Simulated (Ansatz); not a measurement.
Born–Oppenheimer molecular dynamics of FH2NSi (5 atoms, charge 0, multiplicity 1). It starts from a relaxed structure.

Level of theory: UKS PBE0/def2-SVP (Ansatz).

* ensemble: NVE (velocity Verlet)
* time step: 0.5 fs
* steps asked: 150
* starting velocities drawn for: 500 K
* masses: H 2.014 u
* seed: 780515

First frame:

```xyz
5
Properties=species:S:1:pos:R:3
N -0.424 0.237 -0.335
Si 0.121 -1.141 0.526
F 1.576 -0.540 1.009
H 0.102 1.101 -0.437
H -1.324 0.269 -0.804
```

Q: How far do the bonds stretch over the last three quarters of this one trajectory? (Pairs bonded in most of those frames.)

A: 
```csv
bond,mean (Å),spread (Å),shortest,longest
N1–Si2,1.722,0.025,1.69,1.77
N1–H4,1.021,0.011,1.00,1.04
N1–H5,1.016,0.010,1.00,1.03
Si2–F3,1.659,0.033,1.60,1.70
```

Mean temperature of the second half: 253 K. The conserved energy stayed within 0.081 meV per atom of its start (net change 0.032 meV per atom), so the integration is sound. The temperature averaged 0.51 of the 500 K drawn at the start: a run that starts near a minimum puts about half its kinetic energy into the potential. A run of 0.075 ps of so small a system gives no equilibrium averages.

Run time: 9.4 min on 1 thread of Intel(R) Xeon(R) Processor @ 2.50GHz (Skylake/Cascade Lake), with other jobs on the host, peak memory 0.14 GiB.
